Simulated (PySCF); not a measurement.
# ClF: the cost of one run

Computed with PySCF 2.14.0, with density-fitted response routines of our own, on a single molecule in the gas phase. Atoms are numbered from 0 throughout.

### 1 The starting structure

2 atoms, charge 0, multiplicity 1; geometry from: MMFF94s.

Bonds of the start (Å): F0–Cl1 1.63.

### 2 Relaxing the molecule at PBE0-D3(BJ)/def2-SVP

The job: settings as JSON, then the geometry in Å.

```
{"job": {"xc": "PBE0", "basis": "def2-SVP", "d3": "d3bj", "grid": 1, "kind": "geom"}, "charge": 0, "multiplicity": 1}
F      0.814296     0.000000     0.000000
Cl    -0.814296     0.000000     0.000000
```

Command:

```console
$ OMP_NUM_THREADS=1 python probes_run.py task.json out
```

One launch serves the whole session: the jobs run in the order shown.

Q: Estimate the wall time and peak memory of this first job on 1 thread of Arm Neoverse N1, shared host.

About 2.3 s, with a peak of 0.24 GiB.
